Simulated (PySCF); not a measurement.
# C₄H₅NO: electronic structure in real space

Aim: take C₄H₅NO and localise its valence orbitals, see where an electron leaves and enters and measure its response to a uniform field.

The runs use PySCF 2.14.0; levels as typed in each script, gas phase, geometry from GFN2-xTB.

## (1) The system as given

11 atoms, charge 0, spin multiplicity 1.

Bond lengths: N1–C2 1.147 Å, C2–C3 1.408 Å, C3–C4 1.333 Å, C3–H7 1.081 Å, C4–C5 1.494 Å, C4–H8 1.080 Å, C5–O6 1.409 Å, C5–H9 1.100 Å, C5–H10 1.104 Å, O6–H11 0.962 Å. Angles: N1–C2–C3 179.9°, C2–C3–C4 122.5°, C2–C3–H7 115.6°, C4–C3–H7 121.8°, C3–C4–C5 124.5°, C3–C4–H8 121.0°, C5–C4–H8 114.5°, C4–C5–O6 108.5°, C4–C5–H9 110.2°, C4–C5–H10 108.8°, O6–C5–H9 111.4°, O6–C5–H10 110.5°, H9–C5–H10 107.4°, C5–O6–H11 109.4°.

Coordinates:

```xyz
11

N    -2.5086   -0.9510   -0.0409
C    -1.7800   -0.0648   -0.0328
C    -0.8875    1.0242   -0.0241
C     0.4333    0.8682    0.0608
C     1.1248   -0.4518    0.1676
O     2.4820   -0.2744   -0.1659
H    -1.3430    2.0025   -0.0864
H     1.0949    1.7217    0.0593
H     0.6425   -1.1881   -0.4927
H     1.0254   -0.8218    1.2028
H     2.9408   -1.1174   -0.0988
```

## (2) Localised orbitals (PBE/def2-svpd)

Input file input.py:

```python
import numpy as np
from pyscf import gto, scf, dft, lo
from pyscf.data.elements import chemcore

def solve(mol, dm0=None, hcore=None):
    mf = (dft.UKS if mol.spin else dft.RKS)(mol, xc='pbe')
    mf.grids.level = 3
    mf = mf.density_fit(auxbasis='def2-universal-jkfit')
    mf.conv_tol, mf.max_cycle = 1e-8, 80
    if hcore is not None:
        mf.get_hcore = lambda *args: hcore
    mf.kernel(dm0)
    if not mf.converged:
        mf = mf.newton().run(mf.mo_coeff, mf.mo_occ, max_cycle=30)
    assert mf.converged, 'SCF not converged'
    return mf

mol = gto.M(atom='''
N     -2.50861    -0.95096    -0.04094
C     -1.78000    -0.06480    -0.03277
C     -0.88752     1.02423    -0.02407
C      0.43330     0.86819     0.06076
C      1.12480    -0.45177     0.16764
O      2.48202    -0.27443    -0.16588
H     -1.34301     2.00255    -0.08637
H      1.09494     1.72174     0.05926
H      0.64249    -1.18812    -0.49271
H      1.02542    -0.82178     1.20278
H      2.94084    -1.11736    -0.09875
''', basis='def2-svpd', charge=0, spin=0, verbose=4)
mf = solve(mol)
occ_all = mf.mo_coeff[:, mf.mo_occ > 0]
occ = occ_all[:, chemcore(mol):]
loc = lo.ibo.ibo(mol, occ, iaos=lo.iao.iao(mol, occ_all))
fock, s = mf.get_fock(), mf.get_ovlp()
ortho = lo.orth_ao(mol, 'meta_lowdin')
ortho = lo.vec_lowdin(lo.iao.iao(mol, occ_all), s)
labels = lo.iao.reference_mol(mol).ao_labels(fmt=None)
vir = lo.vvo.livvo(mol, occ_all, mf.mo_coeff[:, mf.mo_occ == 0])
both = np.hstack([loc, vir])
p = (ortho.T @ s @ both) ** 2
pop = np.array([p[[l[0] == a for l in labels]].sum(0) for a in range(mol.natm)])
spd = np.array([[p[[l[0] == a and l[2][-1] == k for l in labels]].sum(0) for k in 'spd'] for a in range(mol.natm)])
eps = np.einsum('pi,pq,qi->i', both, fock, both)
for i in np.argsort(eps):
    top = np.argsort(-pop[:, i])[:3]
    print('%3d %s %9.4f Eh ' % (i + 1, 'occ' if i < loc.shape[1] else 'vir', eps[i]), '  '.join('%s%d %.3f' % (mol.atom_symbol(a), a + 1, pop[a, i]) for a in top))
np.savez('result.npz', c=both, nocc=loc.shape[1], pop=pop, spd=spd, eps=eps, e=mf.e_tot)
```

The run is started by

```console
> OMP_NUM_THREADS=1 python input.py
```

## (4) Removing and adding an electron (BP86/6-311+g**)

Input file input.py:

```python
import numpy as np
from pyscf import gto, scf, dft
from pyscf.scf import atom_ks, atom_hf
from scipy.linalg import block_diag

def solve(mol, dm0=None, hcore=None):
    mf = (dft.UKS if mol.spin else dft.RKS)(mol, xc='bp86')
    mf.grids.level = 3
    mf = mf.density_fit(auxbasis='def2-universal-jkfit')
    mf.conv_tol, mf.max_cycle = 1e-8, 80
    if hcore is not None:
        mf.get_hcore = lambda *args: hcore
    mf.kernel(dm0)
    if not mf.converged:
        mf = mf.newton().run(mf.mo_coeff, mf.mo_occ, max_cycle=30)
    assert mf.converged, 'SCF not converged'
    return mf

mol = gto.M(atom='''
N     -2.50861    -0.95096    -0.04094
C     -1.78000    -0.06480    -0.03277
C     -0.88752     1.02423    -0.02407
C      0.43330     0.86819     0.06076
C      1.12480    -0.45177     0.16764
O      2.48202    -0.27443    -0.16588
H     -1.34301     2.00255    -0.08637
H      1.09494     1.72174     0.05926
H      0.64249    -1.18812    -0.49271
H      1.02542    -0.82178     1.20278
H      2.94084    -1.11736    -0.09875
''', basis='6-311+g**', charge=0, spin=0, verbose=4)
mf = solve(mol)
out = dict(e0=mf.e_tot, dm0=mf.make_rdm1(), c=mf.mo_coeff, occ=mf.mo_occ, eps=mf.mo_energy)
for name, dq, spin in [('cation', 1, 1), ('anion', -1, 1)]:
    ion = mol.copy().set(charge=mol.charge + dq, spin=spin).build()
    mi = solve(ion)
    if spin and dq > 0 and mol.nao < 130:
        c, _, stable, _ = mi.stability(return_status=True)
        if not stable:
            mi = solve(ion, mi.make_rdm1(c, mi.mo_occ))
    print(name, 'vertical energy change / eV', (mi.e_tot - mf.e_tot) * 27.211386)
    out.update({'e_' + name: mi.e_tot, 'dm_' + name: mi.make_rdm1(), 's2_' + name: mi.spin_square()[0], 'eps_' + name: mi.mo_energy, 'occ_' + name: mi.mo_occ})
# spherically averaged free atoms, for the promolecule
atm = atom_ks.get_atm_nrks(mol, xc='bp86')
pro = block_diag(*[(atm[a[0]][2] * atm[a[0]][3]) @ atm[a[0]][2].T for a in mol._atom])
np.savez('result.npz', pro=pro, **out)
```

## (6) Response to an electric field (PBE0/def2-svpd)

Input file input.py:

```python
import numpy as np
from pyscf import gto, scf, dft
from pyscf.scf import atom_ks, atom_hf
from scipy.linalg import block_diag

def solve(mol, dm0=None, hcore=None):
    mf = (dft.UKS if mol.spin else dft.RKS)(mol, xc='pbe0')
    mf.grids.level = 3
    mf = mf.density_fit(auxbasis='def2-universal-jkfit')
    mf.conv_tol, mf.max_cycle = 1e-8, 80
    if hcore is not None:
        mf.get_hcore = lambda *args: hcore
    mf.kernel(dm0)
    if not mf.converged:
        mf = mf.newton().run(mf.mo_coeff, mf.mo_occ, max_cycle=30)
    assert mf.converged, 'SCF not converged'
    return mf

mol = gto.M(atom='''
N     -2.50861    -0.95096    -0.04094
C     -1.78000    -0.06480    -0.03277
C     -0.88752     1.02423    -0.02407
C      0.43330     0.86819     0.06076
C      1.12480    -0.45177     0.16764
O      2.48202    -0.27443    -0.16588
H     -1.34301     2.00255    -0.08637
H      1.09494     1.72174     0.05926
H      0.64249    -1.18812    -0.49271
H      1.02542    -0.82178     1.20278
H      2.94084    -1.11736    -0.09875
''', basis='def2-svpd', charge=0, spin=0, verbose=4)
field = np.array([0.0, 0.0, 0.002])  # atomic units
mol.set_common_orig(mol.atom_charges() @ mol.atom_coords() / mol.atom_charges().sum())
mf = solve(mol)
out = dict(dm0=mf.make_rdm1(), d0=mf.dip_moment(unit='AU'), e0=mf.e_tot)
for name, sign in (('p', 1), ('m', -1)):
    h = mf.get_hcore() + sign * np.einsum('x,xij->ij', field, mol.intor('int1e_r'))
    mi = solve(mol, mf.make_rdm1(), h)
    out.update({'dm' + name: mi.make_rdm1(), 'd' + name: mi.dip_moment(unit='AU'), 'e' + name: mi.e_tot})
# spherically averaged free atoms, for the promolecule
atm = atom_ks.get_atm_nrks(mol, xc='pbe0')
pro = block_diag(*[(atm[a[0]][2] * atm[a[0]][3]) @ atm[a[0]][2].T for a in mol._atom])
np.savez('result.npz', pro=pro, **out)
```

(Steps that only read results are left out.)

Before running it: what results should come out? Wanted: vertical ionisation energy; vertical electron affinity; polarisability along the field.

As calculated:

```
                                                quantity       value
localised occupied orbitals above −45 eV (PBE/def2-svpd)          16
             vertical ionisation energy (BP86/6-311+g**)     9.72 eV
             vertical electron affinity (BP86/6-311+g**)    -0.04 eV
         polarisability along the field (PBE0/def2-svpd)  39.9 bohr³
```

The ionisation energy from two SCF runs, 9.72 eV, lies 3.0 eV above −ε(HOMO) = 6.75 eV of the same level, BP86/6-311+g**, since self-interaction lifts this functional's HOMO. All values hold at the given geometry, in the gas phase.
